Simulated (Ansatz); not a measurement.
Frontier orbitals of C3H7FS (`CCSCF`).

Z-matrix (Å, degrees):
```
C
C 1 1.516
H 1 1.091 2 110.8
H 1 1.094 2 110.2 3 119.9
H 1 1.090 2 111.3 3 -119.9
S 2 1.809 1 114.8 3 57.0
H 2 1.093 1 110.9 3 -60.8
H 2 1.094 1 111.6 3 -179.7
C 6 1.777 2 101.3 1 73.7
F 9 1.383 6 114.0 2 -78.3
H 9 1.092 6 106.8 2 162.5
H 9 1.093 6 110.3 2 42.8
```

The species carries charge 0 and has multiplicity 1. Geometry: relaxed with PBE0-D4/def2-TZVP. It is one conformer, not always the lowest. Basis def2-TZVPP, Ansatz 0.2.0.

```
 functional  HOMO (eV)  LUMO (eV)  gap (eV)
LDA (SPW92)      -5.86      -0.27      5.59
        PBE      -5.72      -0.07      5.65
     r2SCAN      -5.97       0.26      6.23
       PBE0      -6.95       0.92      7.87
    r2SCANh      -6.42       0.62      7.04
      BHLYP      -8.07       1.78      9.85
  CAM-B3LYP      -8.31       1.91     10.22
    LC-ωPBE      -9.70       3.21     12.91
    ωB97X-V      -9.34       3.02     12.36
    ωB97M-V      -9.18       2.68     11.86
```

Against PBE, PBE0 changes HOMO and LUMO by −1.23 and +0.99 eV, ωB97M-V by −3.46 and +2.75 eV. A gap of 5.65 eV thus becomes 11.86 eV for the same molecule, so an orbital gap means little without its functional. A positive LUMO is unbound and depends on the basis.

LC-ωPBE has ω = 0.4 bohr⁻¹.
